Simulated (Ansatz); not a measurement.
Relaxation of C3H3FO (8 atoms, charge 0, multiplicity 1), to a largest force component of 0.02 eV/Å in at most 50 steps.

Theory: RHF/def2-SVP in Ansatz.

```xyz
8
Properties=species:S:1:pos:R:3
F -1.354 -0.495 1.685
C -0.894 0.513 0.889
C -0.046 0.255 -0.065
C 0.877 -0.582 -0.804
O 0.683 0.892 -0.993
H -1.291 1.502 1.139
H 1.740 -0.952 -0.343
H 0.378 -1.190 -1.564
```

Question: Where does it end, and by what steps?

Answer: It converged. After 7 steps the energy has fallen by 0.250 eV; H7 moved furthest, 0.10 Å.

```
step  energy less start (eV)  largest force component (eV/Å)  accepted
   0                  0.0000                           3.630       yes
   1                 -0.1863                           1.085       yes
   2                 -0.2308                           0.544       yes
   3                 -0.2060                           0.442        no
   4                 -0.2454                           0.295       yes
   5                 -0.2484                           0.236       yes
   6                 -0.2494                           0.077       yes
   7                 -0.2495                           0.009       yes
```

```xyz
8
Properties=species:S:1:pos:R:3
F -1.418 -0.427 1.714
C -0.909 0.505 0.921
C -0.036 0.204 -0.002
C 0.833 -0.586 -0.807
O 0.671 0.823 -0.947
H -1.272 1.504 1.105
H 1.793 -0.902 -0.418
H 0.430 -1.177 -1.622
```

Whether the end is a true minimum wasn't checked by a vibrational analysis.

The run took 13 s on 1 thread of Arm Neoverse V1 (shared host), peak memory 0.15 GiB.
